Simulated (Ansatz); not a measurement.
## Worked example: correlation energy of NH3⁺, doublet

Geometry: displaced at random from a stationary point.

```csv
atom,x (Å),y (Å),z (Å)
N,0.0153,0.0056,-0.0022
H,0.8744,0.0278,0.0094
H,-0.5969,0.8615,-0.0015
H,-0.4900,-0.9674,0.0223
```

Basis 6-31G; Ansatz 0.2.0. Correlated methods freeze the noble-gas cores, which leaves 7 electrons in 14 orbitals. R marks a restricted (for open shells ROHF) determinant, U an unrestricted one.

Full CI is exact within this basis and frozen core; it isn't the basis-set limit. The frozen core follows each run's orbitals, which can shift R against U totals by a few meV.

Runs differ by some tens of microhartree through their thresholds and, for an open shell, their frozen cores, so steps under 0.1 kcal/mol mean nothing.

| level | total energy (hartree) |
| --- | --- |
| UHF | -55.824263 |
| UMP2 | -55.909012 |
| UCCSD | -55.925324 |
| UCCSD(T) | -55.926129 |
| UCCSDT | -55.926279 |
| UCCSDT(Q) | -55.926420 |
| UCCSDTQ | -55.926429 |
| full CI | -55.926414 |

Problem. What is the correlation energy at full CI, and what share of it do UMP2 and UCCSD recover?

Solution. E(corr) = -55.926414 − (-55.824263) = -0.102151 hartree = -2.780 eV. UMP2: -0.084749 / -0.102151 = 82.96 %. UCCSD: -0.101061 / -0.102151 = 98.93 %.

Problem. By how many kcal/mol does UCCSD(T) miss full CI (1 hartree = 627.509 kcal/mol), and which steps make up the rest?

Solution. -55.926129 − (-55.926414) = 0.000285 hartree = 0.18 kcal/mol. Steps: UCCSDT − UCCSD(T) = -0.09, UCCSDT(Q) − UCCSDT = -0.09, UCCSDTQ − UCCSDT(Q) = -0.01, full CI − UCCSDTQ = 0.01 kcal/mol. That is within 1 kcal/mol of the reference in this basis, which itself misses far more of the correlation at the basis-set limit.
